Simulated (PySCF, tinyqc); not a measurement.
Inside a calculation. Method: CISD on RHF in the sto-6g basis, frozen core, for LiH, spin multiplicity 1. The lowest restricted solution is unstable here: a spin-polarised one lies 0.0044 hartree lower (PySCF). Computed by tinyqc, a small Python program that keeps every step (integrals from PySCF). Settings: charge = 0, multiplicity = 1, basis = sto-6g, method = RHF, frozen orbitals = 1, energy threshold = 1e-10, iteration cap = 80, orthogonalisation = symmetric, start = atomic densities, DIIS depth = 6, ci = CISD. Command: `OMP_NUM_THREADS=1 python tinyqc.py 25121 25122 out.jsonl` (the two numbers bound the seeds that draw the settings). One thread of a shared host (Intel(R) Xeon(R) Processor @ 2.60GHz), about 0.3 s of CPU time with the checks. The early iterations of the SCF are left out here.

## One-electron integrals

Geometry (angstrom):
```
atom        x        y        z
Li    0.00000  0.00000  0.00000
H     0.00000  0.00000  2.19700
```

Basis sto-6g: exponents (1/bohr^2) and contraction coefficients of normalised primitives:
```
element  l (shell)   exponent  coefficient
Li           s (1)  167.17585      0.00916
Li           s (1)   30.65151      0.04936
Li           s (1)    8.57519      0.16854
Li           s (1)    2.94581      0.37056
Li           s (1)    1.14394      0.41649
Li           s (1)    0.47114      0.13033
Li           s (2)    6.59756     -0.01325
Li           s (2)    1.30583     -0.04699
Li           s (2)    0.40585     -0.03379
Li           s (2)    0.15615      0.25024
Li           s (2)    0.06781      0.59512
Li           s (2)    0.03108      0.24071
Li           p (3)    6.59756      0.00376
Li           p (3)    1.30583      0.03768
Li           p (3)    0.40585      0.17390
Li           p (3)    0.15615      0.41804
Li           p (3)    0.06781      0.42586
Li           p (3)    0.03108      0.10171
H            s (1)   35.52322      0.00916
H            s (1)    6.51314      0.04936
H            s (1)    1.82214      0.16854
H            s (1)    0.62596      0.37056
H            s (1)    0.24308      0.41649
H            s (1)    0.10011      0.13033
```

Overlap, kinetic and nuclear-attraction integrals over the contracted functions; the nuclear repulsion is the sum of Za Zb / Rab.

nuclear repulsion = 0.7225906 hartree

overlap S, order 1Li 1s, 1Li 2s, 1Li 2px, 1Li 2py, 1Li 2pz, 2H 1s:
$$\begin{pmatrix}
1.00000 & 0.23574 & 0.00000 & 0.00000 & 0.00000 & 0.01847 \\
0.23574 & 1.00000 & 0.00000 & 0.00000 & 0.00000 & 0.25863 \\
0.00000 & 0.00000 & 1.00000 & 0.00000 & 0.00000 & 0.00000 \\
0.00000 & 0.00000 & 0.00000 & 1.00000 & 0.00000 & 0.00000 \\
0.00000 & 0.00000 & 0.00000 & 0.00000 & 1.00000 & 0.37052 \\
0.01847 & 0.25863 & 0.00000 & 0.00000 & 0.37052 & 1.00000
\end{pmatrix}$$

kinetic energy T (hartree), order 1Li 1s, 1Li 2s, 1Li 2px, 1Li 2py, 1Li 2pz, 2H 1s:
$$\begin{pmatrix}
3.61674 & -0.11072 & 0.00000 & 0.00000 & 0.00000 & -0.00746 \\
-0.11072 & 0.10652 & 0.00000 & 0.00000 & 0.00000 & 0.01245 \\
0.00000 & 0.00000 & 0.32001 & 0.00000 & 0.00000 & 0.00000 \\
0.00000 & 0.00000 & 0.00000 & 0.32001 & 0.00000 & 0.00000 \\
0.00000 & 0.00000 & 0.00000 & 0.00000 & 0.32001 & 0.04988 \\
-0.00746 & 0.01245 & 0.00000 & 0.00000 & 0.04988 & 0.76852
\end{pmatrix}$$

nuclear attraction V (hartree), order 1Li 1s, 1Li 2s, 1Li 2px, 1Li 2py, 1Li 2pz, 2H 1s:
$$\begin{pmatrix}
-8.30801 & -0.88514 & 0.00000 & 0.00000 & -0.00903 & -0.07202 \\
-0.88514 & -1.43173 & 0.00000 & 0.00000 & -0.08798 & -0.40366 \\
0.00000 & 0.00000 & -1.40958 & 0.00000 & 0.00000 & 0.00000 \\
0.00000 & 0.00000 & 0.00000 & -1.40958 & 0.00000 & 0.00000 \\
-0.00903 & -0.08798 & 0.00000 & 0.00000 & -1.47589 & -0.58564 \\
-0.07202 & -0.40366 & 0.00000 & 0.00000 & -0.58564 & -1.96200
\end{pmatrix}$$

core Hamiltonian H = T + V (hartree), order 1Li 1s, 1Li 2s, 1Li 2px, 1Li 2py, 1Li 2pz, 2H 1s:
$$\begin{pmatrix}
-4.69127 & -0.99587 & 0.00000 & 0.00000 & -0.00903 & -0.07948 \\
-0.99587 & -1.32521 & 0.00000 & 0.00000 & -0.08798 & -0.39121 \\
0.00000 & 0.00000 & -1.08957 & 0.00000 & 0.00000 & 0.00000 \\
0.00000 & 0.00000 & 0.00000 & -1.08957 & 0.00000 & 0.00000 \\
-0.00903 & -0.08798 & 0.00000 & 0.00000 & -1.15588 & -0.53577 \\
-0.07948 & -0.39121 & 0.00000 & 0.00000 & -0.53577 & -1.19348
\end{pmatrix}$$

## Two-electron integrals

Functions are numbered as in S; the eight-fold symmetry (ij|kl) = (ji|kl) = (kl|ij) leaves the list below.

Two-electron integrals (ij|kl) in chemists' order, unique and non-zero (hartree):
```
(11|11) 1.68125   (21|11) 0.24260   (21|21) 0.04451   (22|11) 0.39719
(22|21) 0.09028   (22|22) 0.29062   (31|31) 0.00944   (32|31) 0.01426
(32|32) 0.06424   (33|11) 0.39719   (33|21) 0.09028   (33|22) 0.29062
(33|33) 0.31312   (41|41) 0.00944   (42|41) 0.01426   (42|42) 0.06424
(43|43) 0.01688   (44|11) 0.39719   (44|21) 0.09028   (44|22) 0.29062
(44|33) 0.27937   (44|44) 0.31312   (51|51) 0.00944   (52|51) 0.01426
(52|52) 0.06424   (53|53) 0.01688   (54|54) 0.01688   (55|11) 0.39719
(55|21) 0.09028   (55|22) 0.29062   (55|33) 0.27937   (55|44) 0.27937
(55|55) 0.31312   (61|11) 0.01850   (61|21) 0.00335   (61|22) 0.00696
(61|33) 0.00686   (61|44) 0.00686   (61|51) 0.00045   (61|52) 0.00095
(61|55) 0.00716   (61|61) 0.00028   (62|11) 0.07753   (62|21) 0.01803
(62|22) 0.06603   (62|33) 0.06224   (62|44) 0.06224   (62|51) 0.00290
(62|52) 0.02053   (62|55) 0.07361   (62|61) 0.00168   (62|62) 0.02995
(63|31) 0.00112   (63|32) 0.00599   (63|53) 0.00267   (63|63) 0.00154
(64|41) 0.00112   (64|42) 0.00599   (64|54) 0.00267   (64|64) 0.00154
(65|11) 0.10515   (65|21) 0.02462   (65|22) 0.09249   (65|33) 0.08615
(65|44) 0.08615   (65|51) 0.00452   (65|52) 0.03195   (65|55) 0.10517
(65|61) 0.00236   (65|62) 0.04528   (65|65) 0.06890   (66|11) 0.24079
(66|21) 0.05673   (66|22) 0.22813   (66|33) 0.20922   (66|44) 0.20922
(66|51) 0.00895   (66|52) 0.08205   (66|55) 0.26596   (66|61) 0.00542
(66|62) 0.13755   (66|65) 0.21367   (66|66) 0.77500
```

## Orthogonalisation

S = U s U^T; symmetric (Loewdin) form X = U s^(-1/2) U^T, so that X^T S X = 1.

eigenvalues of S: [0.53018, 0.81041, 1.00000, 1.00000, 1.17789, 1.48152]

X, order 1Li 1s, 1Li 2s, 1Li 2px, 1Li 2py, 1Li 2pz, 2H 1s:
$$\begin{pmatrix}
1.02232 & -0.12625 & 0.00000 & 0.00000 & -0.00568 & 0.01712 \\
-0.12625 & 1.05307 & 0.00000 & 0.00000 & 0.04365 & -0.15281 \\
0.00000 & 0.00000 & 1.00000 & 0.00000 & 0.00000 & 0.00000 \\
0.00000 & 0.00000 & 0.00000 & 1.00000 & 0.00000 & 0.00000 \\
-0.00568 & 0.04365 & 0.00000 & 0.00000 & 1.06080 & -0.21374 \\
0.01712 & -0.15281 & 0.00000 & 0.00000 & -0.21374 & 1.09099
\end{pmatrix}$$

## Iteration 8 (converged): orbitals

converged F (hartree), order 1Li 1s, 1Li 2s, 1Li 2px, 1Li 2py, 1Li 2pz, 2H 1s:
$$\begin{pmatrix}
-2.40620 & -0.62049 & 0.00000 & 0.00000 & 0.01335 & -0.04987 \\
-0.62049 & -0.19063 & 0.00000 & 0.00000 & -0.06076 & -0.19219 \\
0.00000 & 0.00000 & 0.15826 & 0.00000 & 0.00000 & 0.00000 \\
0.00000 & 0.00000 & 0.00000 & 0.15826 & 0.00000 & 0.00000 \\
0.01335 & -0.06076 & 0.00000 & 0.00000 & 0.05725 & -0.19151 \\
-0.04987 & -0.19219 & 0.00000 & 0.00000 & -0.19151 & -0.07960
\end{pmatrix}$$

Diagonalise F' = X^T F X, C = X C', fill 2 alpha and 2 beta electrons from the bottom; D = 2 C_occ C_occ^T. Each column has its largest component positive (the first on a tie).

F' = X^T F X (hartree):
$$\begin{pmatrix}
-2.35881 & -0.34008 & 0.00000 & 0.00000 & 0.01132 & 0.01968 \\
-0.34008 & -0.02976 & 0.00000 & 0.00000 & 0.00289 & -0.19376 \\
0.00000 & 0.00000 & 0.15826 & 0.00000 & 0.00000 & 0.00000 \\
0.00000 & 0.00000 & 0.00000 & 0.15826 & 0.00000 & 0.00000 \\
0.01132 & 0.00289 & 0.00000 & 0.00000 & 0.14518 & -0.22857 \\
0.01968 & -0.19376 & 0.00000 & 0.00000 & -0.22857 & 0.05343
\end{pmatrix}$$

orbital energies (hartree): MO1 -2.40752, MO2 -0.23345, MO3 0.07002, MO4 0.15826, MO5 0.15826, MO6 0.38100

coefficients C, order 1Li 1s, 1Li 2s, 1Li 2px, 1Li 2py, 1Li 2pz, 2H 1s:
$$\begin{pmatrix}
0.99414 & -0.13883 & -0.20527 & 0.00000 & 0.00000 & 0.10804 \\
0.02375 & 0.49247 & 0.80185 & 0.00000 & 0.00000 & -0.51389 \\
0.00000 & 0.00000 & 0.00000 & 0.92146 & -0.38848 & 0.00000 \\
0.00000 & 0.00000 & 0.00000 & 0.38848 & 0.92146 & 0.00000 \\
-0.00460 & 0.32768 & -0.58809 & 0.00000 & 0.00000 & -0.84834 \\
-0.00070 & 0.60448 & -0.20214 & 0.00000 & 0.00000 & 0.92375
\end{pmatrix}$$

D after iteration 8, order 1Li 1s, 1Li 2s, 1Li 2px, 1Li 2py, 1Li 2pz, 2H 1s:
$$\begin{pmatrix}
2.01518 & -0.08952 & 0.00000 & 0.00000 & -0.10013 & -0.16922 \\
-0.08952 & 0.48618 & 0.00000 & 0.00000 & 0.32252 & 0.59535 \\
0.00000 & 0.00000 & 0.00000 & 0.00000 & 0.00000 & 0.00000 \\
0.00000 & 0.00000 & 0.00000 & 0.00000 & 0.00000 & 0.00000 \\
-0.10013 & 0.32252 & 0.00000 & 0.00000 & 0.21479 & 0.39616 \\
-0.16922 & 0.59535 & 0.00000 & 0.00000 & 0.39616 & 0.73080
\end{pmatrix}$$

Within a degenerate level the vectors are fixed only up to a rotation; this is one choice.

## Convergence

Stop when the energy changes by less than 1e-10 hartree and every element of the error matrix X^T (F D S - S D F) X is below 3e-06.

Course of the cycle:
```
iteration  E (hartree)     change  largest element of the error matrix
1           -7.7184723          -                             9.88e-02
2           -7.8850485  -1.67e-01                             8.24e-02
3           -7.8944461  -9.40e-03                             4.06e-02
4           -7.8973949  -2.95e-03                             6.79e-03
5           -7.8976445  -2.50e-04                             1.25e-03
6           -7.8976504  -5.87e-06                             1.18e-04
7           -7.8976504  -3.80e-08                             4.60e-06
8           -7.8976504  -3.79e-11                             1.58e-07
```

PySCF RHF in the same basis = -7.8976504 hartree

Converged in 8 iterations.

## Integrals over molecular orbitals

(pq|rs) = sum C_ip C_jq C_kr C_ls (ij|kl), one index at a time.

one-electron integrals over orbitals h = C^T H C (hartree):
$$\begin{pmatrix}
-4.68402 & 0.09485 & 0.16394 & 0.00000 & 0.00000 & -0.05580 \\
0.09485 & -1.29524 & 0.00824 & 0.00000 & 0.00000 & 0.04791 \\
0.16394 & 0.00824 & -1.09680 & 0.00000 & 0.00000 & 0.02281 \\
0.00000 & 0.00000 & 0.00000 & -1.08957 & 0.00000 & 0.00000 \\
0.00000 & 0.00000 & 0.00000 & 0.00000 & -1.08957 & 0.00000 \\
-0.05580 & 0.04791 & 0.02281 & 0.00000 & 0.00000 & -1.02421
\end{pmatrix}$$

Two-electron integrals over orbitals (pq|rs), unique and non-zero (hartree); the lowest 1 orbital is frozen and left out:
```
(22|22) 0.45064    (32|22) -0.05903   (32|32) 0.02126    (33|22) 0.21093
(33|32) 0.01490    (33|33) 0.32880    (42|42) 0.02062    (43|42) 0.02024
(43|43) 0.04169    (44|22) 0.24227    (44|32) 0.01449    (44|33) 0.27993
(44|44) 0.31312    (52|52) 0.02062    (53|52) 0.02024    (53|53) 0.04169
(54|54) 0.01688    (55|22) 0.24227    (55|32) 0.01449    (55|33) 0.27993
(55|44) 0.27937    (55|55) 0.31312    (62|22) 0.10929    (62|32) -0.04480
(62|33) -0.02004   (62|44) -0.03865   (62|55) -0.03865   (62|62) 0.13269
(63|22) -0.05781   (63|32) 0.01712    (63|33) 0.03679    (63|44) 0.00818
(63|55) 0.00818    (63|62) -0.03895   (63|63) 0.03078    (64|42) -0.01822
(64|43) -0.01198   (64|64) 0.01929    (65|52) -0.01822   (65|53) -0.01198
(65|65) 0.01929    (66|22) 0.42083    (66|32) -0.04756   (66|33) 0.23803
(66|44) 0.25821    (66|55) 0.25821    (66|62) 0.09471    (66|63) -0.04540
(66|66) 0.41515
```

## CISD: determinants and Hamiltonian

one-electron integrals dressed by the frozen orbital, h + 2 (pq|11) - (p1|1q) (hartree), order 2, 3, 4, 5, 6:
$$\begin{pmatrix}
-0.68409 & 0.05903 & 0.00000 & 0.00000 & -0.10929 \\
0.05903 & -0.33058 & 0.00000 & 0.00000 & 0.07082 \\
0.00000 & 0.00000 & -0.30567 & 0.00000 & 0.00000 \\
0.00000 & 0.00000 & 0.00000 & -0.30567 & 0.00000 \\
-0.10929 & 0.07082 & 0.00000 & 0.00000 & -0.32797
\end{pmatrix}$$

energy of the frozen orbital, 2 h_11 + (11|11) = -7.7027047 hartree

Hartree-Fock energy = -7.8976504 hartree

Slater-Condon rules over spin orbitals, with the nuclear repulsion and the energy of the frozen orbital added and E(HF) subtracted on the diagonal. Only determinants linked to the reference directly or through others are kept (one block of an abelian symmetry group), so some states are absent.

Occupation strings over the orbitals (2 doubly, a alpha, b beta, 0 empty; spin orbitals ordered 1a 1b 2a 2b ...): 220000 2ab000 2a000b 2ba000 2b000a 202000 20a00b 200200 200020 20b00a 200002

H - E(HF) between determinants (hartree):
```
          220000    2ab000    2a000b    2ba000    2b000a    202000    20a00b    200200
220000   0.00000   0.00000   0.00000   0.00000   0.00000   0.02126  -0.04480   0.02062
2ab000   0.00000   0.11380   0.01301  -0.02126   0.04480   0.07393   0.01712   0.02024
2a000b   0.00000   0.01301   0.32631   0.04480  -0.13269   0.01712   0.01147  -0.01822
2ba000   0.00000  -0.02126   0.04480   0.11380   0.01301  -0.07393   0.12934  -0.02024
2b000a   0.00000   0.04480  -0.13269   0.01301   0.32631  -0.01712   0.03895   0.01822
202000   0.02126   0.07393   0.01712  -0.07393  -0.01712   0.58517   0.10761   0.04169
20a00b  -0.04480   0.01712   0.01147   0.12934   0.03895   0.10761   0.49702  -0.01198
200200   0.02062   0.02024  -0.01822  -0.02024   0.01822   0.04169  -0.01198   0.61933
200020   0.02062   0.02024  -0.01822  -0.02024   0.01822   0.04169  -0.01198   0.01688
20b00a   0.04480   0.12934   0.03895   0.01712   0.01147  -0.10761  -0.03078   0.01198
200002   0.13269  -0.03895  -0.01458   0.03895   0.01458   0.03078   0.02542   0.01929

          200020    20b00a    200002
220000   0.02062   0.04480   0.13269
2ab000   0.02024   0.12934  -0.03895
2a000b  -0.01822   0.03895  -0.01458
2ba000  -0.02024   0.01712   0.03895
2b000a   0.01822   0.01147   0.01458
202000   0.04169  -0.10761   0.03078
20a00b  -0.01198  -0.03078   0.02542
200200   0.01688   0.01198   0.01929
200020   0.61933   0.01198   0.01929
20b00a   0.01198   0.49702  -0.02542
200002   0.01929  -0.02542   0.67675
```

## CISD: roots

Diagonalise (each vector has its largest component positive (the first on a tie)); all determinants have Ms = 0, so triplets appear too. The lowest singlet root is the correlation energy.

lowest roots of this matrix, relative to E(HF) (hartree): [-0.03715, 0.03239, 0.05840, 0.18994, 0.42264, 0.48528, 0.53007, 0.60245]

lowest vectors, order 220000, 2ab000, 2a000b, 2ba000, 2b000a, 202000, 20a00b, 200200, 200020, 20b00a, 200002:
$$\begin{pmatrix}
0.96218 & 0.00000 & -0.14721 & 0.00000 \\
0.07441 & 0.65563 & 0.63542 & 0.11928 \\
0.00722 & -0.17211 & 0.07818 & 0.67175 \\
-0.07441 & 0.65563 & -0.63542 & 0.11928 \\
-0.00722 & -0.17211 & -0.07818 & 0.67175 \\
-0.07895 & 0.00000 & -0.26238 & 0.00000 \\
0.11346 & -0.20132 & 0.19590 & -0.18581 \\
-0.01964 & 0.00000 & -0.01105 & 0.00000 \\
-0.01964 & 0.00000 & -0.01105 & 0.00000 \\
-0.11346 & -0.20132 & -0.19590 & -0.18581 \\
-0.17403 & 0.00000 & 0.11297 & 0.00000
\end{pmatrix}$$

<S^2> of these roots: [0.00000, 2.00000, 0.00000, 2.00000, 0.00000, 0.00000, 2.00000, 0.00000]

weight of the ground state by excitation level 0, 1, 2, ...: [0.92578, 0.01118, 0.06304]
